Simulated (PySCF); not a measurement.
A geometry optimisation on `C1=COC=CO1`.

Computed with PBE0-D3(BJ)/def2-SVP geometry optimisation, gas phase (PySCF 2.14.0). Start geometry: GFN2-xTB. A driver script takes a list of jobs; this job's settings line and coordinates (Å) are shown.

Input:
```
{"job": {"xc": "PBE0", "basis": "def2-SVP", "d3": "d3bj", "grid": 1, "kind": "geom"}, "charge": 0, "multiplicity": 1}
C      1.118232     0.711250    -0.017855
C      1.176736    -0.607278     0.038458
O      0.064535    -1.435262     0.057704
C     -1.116361    -0.710366     0.012256
C     -1.175007     0.608159    -0.042519
O     -0.062696     1.435987    -0.064633
H      1.986142     1.345817    -0.033673
H      2.097562    -1.161294     0.075621
H     -1.984397    -1.344776     0.027971
H     -2.095863     1.162417    -0.075858
```

Output:
```
step   0  E = -304.63738673  max force = 0.016264
step   1  E = -304.63872355  max force = 0.001613
step   2  E = -304.63878588  max force = 0.000423
step   3  E = -304.63876590  max force = 0.001384
step   4  E = -304.63878522  max force = 0.000520
step   5  E = -304.63878874  max force = 0.000120
optimisation converged
```

Energies in Eh; «max force» is the largest Cartesian gradient component in Eh/bohr.

Problem. How much energy does the optimisation release, in kcal/mol?

Solution. E(step 0) − E(last step) = 0.001402 Eh, which is 0.9 kcal/mol.

Problem. Give the first gradient maximum in eV/Å.

Solution. With 1 Eh/bohr = 51.422 eV/Å, 0.836 eV/Å.

Main results: final energy -304.63879 Eh after 5 steps; dipole 0.00 D.

Problem. Where do the atoms end?

Solution. 0.011 Å rms from the input after alignment:
```
atom  x, y, z in Å
C1     1.1021    0.7189   -0.1331
C2     1.1721   -0.6092   -0.0499
O3     0.0765   -1.4253    0.0872
C4    -1.0997   -0.7181    0.1288
C5    -1.1697    0.6101    0.0455
O6    -0.0742    1.4261   -0.0928
H7     1.9830    1.3498   -0.2409
H8     2.1149   -1.1529   -0.0828
H9    -1.9806   -1.3489    0.2377
H10   -2.1125    1.1538    0.0796
```

Problem. Estimate the wall time. Hardware: Arm Neoverse V1, one thread, no GPU, shared host with 32 logical CPUs at a one-minute load of 17. And the peak memory of the process?

Solution. About 16 s, with 0.46 GiB resident at the peak, the Python interpreter and its libraries included.
Labels such as C1 count atoms from 1, the log's own numbers from 0.
